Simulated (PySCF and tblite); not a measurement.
The numbers below are computed, except where a source is named.
System: C₄H₁₀OS, numbered as in [CH3:1][CH:2]([CH3:3])[S@:4]([CH3:5])=[O:6].

Motion: rotation about the C2–S4 bond (torsion C1–C2–S4–C5 from 68° to -65°, falling). GFN2-xTB gives an electronic barrier of 3.8 kcal/mol and a reaction energy of 0.2 kcal/mol.

**Question.** What does PBE0/pcSseg-1 + D3(BJ), IEF-PCM dimethylsulfoxide give on GFN2-xTB geometries?

**Answer.** A barrier of 4.5 kcal/mol, 0.7 above the tight-binding barrier (from unrounded values), a reaction energy of -0.5 kcal/mol and, with GFN2-xTB thermal terms, ΔG‡(298 K) = 5.4 kcal/mol and k = 7.3×10⁸ s⁻¹ (1 equivalent path).

Programs: tblite and PySCF.
